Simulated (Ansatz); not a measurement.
Rock-salt ZrC was calculated with BLYP in Ansatz (PAW).

Input:

Ansatz 0.2 input:
```yaml
crystal:
  lattice:
    - [0.0, 2.3962131387, 2.3962131387]
    - [2.3962131387, 0.0, 2.3962131387]
    - [2.3962131387, 2.3962131387, 0.0]
  atoms:
    - { symbol: Zr, position: [0.0, 0.0, 0.0] }
    - { symbol: C, position: [0.5, 0.5, 0.5] }
basis:
  ecutwfc: 520
  ecutrho_ratio: 4
  xc_grid: 2
kpoints:
  mp_grid: { grid: [20, 20, 20] }
hamiltonian:
  xc: blyp
  dispersion: none
  pseudopotentials: { kind: paw }
scf:
  occupations: { method: fermi_dirac, width: 0.05 }
  convergence: { dr2_threshold: 0.0000000002 }
output:
  forces: true
  stress: true
  eigenvalues: true
```

### Question
How many irreducible k-points, plane waves at Γ does the program set up, and what pressure does the run end with?

### Answer
256 irreducible k-points, 725 plane waves at Γ; P = -3.93 GPa, so the cell is stretched on average and its volume would shrink at this level.

From the output:

```
Crystal: 2 atoms, lattice volume = 27.517 Å³
Basis set: ecut = 520 eV, 725 PW (Γ), exchange–correlation on 54×54×54 points (8 copies of the dense FFT grid, shifted against one another)
Bands: 12, of which v1, the nominal top of the filled ones, is band 8 counted from 1 (7 counted from 0)
Symmetry: 48 space group operations
Space group: Fm-3m (ITA 225), of the structure as read, at distance tolerance 3.0e-5 Å
k-points: 256 of 8000
Functional: x = b88, c = lyp
SCF iter   1: F=—  HF=-4450.050330 eV  |F-HF|=—  |Δ(HF+E_count)|=         —  Δρ=2.44e-2  dr2=2.08e-1
SCF iter   2: F=—  HF=-4450.019963 eV  |F-HF|=—  |Δ(HF+E_count)|=   3.04e-2  Δρ=1.42e-2  dr2=7.60e-2
  ...
SCF iter   6: F=—  HF=-4450.003671 eV  |F-HF|=—  |Δ(HF+E_count)|=   3.55e-8  Δρ=2.55e-6  dr2=9.57e-10
SCF iter   7: F=-4450.003671 eV  HF=-4450.003671 eV  |F-HF|=1.36e-11  |Δ(HF+E_count)|=   1.33e-9  Δρ=2.43e-7  dr2=1.16e-11
SCF 1 converged in 7 iterations: F = -4450.003671 eV  dr2 = 1.16e-11
SCF converged after 7 iterations
Free energy (F): -4450.003671 eV
Internal energy: -4450.001339 eV  (E = F + TS)
E sigma→0 (E₀):  -4450.002505 eV
Fermi energy:    14.414093 eV
--- Forces (eV/Å), atoms counted from 1 ---
  atom   1  Zr    -0.00000000     0.00000000    -0.00000000
  atom   2  C      0.00000000     0.00000000    -0.00000000
--- Stress (GPa, compression-positive) ---
       -3.927754      -0.000000      -0.000000
        0.000000      -3.927754       0.000000
        0.000000       0.000000      -3.927754
  P = ⅓ Tr σ = -3.9278 GPa (-39.278 kbar)
```

The cell is one volume of an energy–volume scan, off the minimum.

The PAW data were made under PBE.

Ansatz is a program for electronic structure.
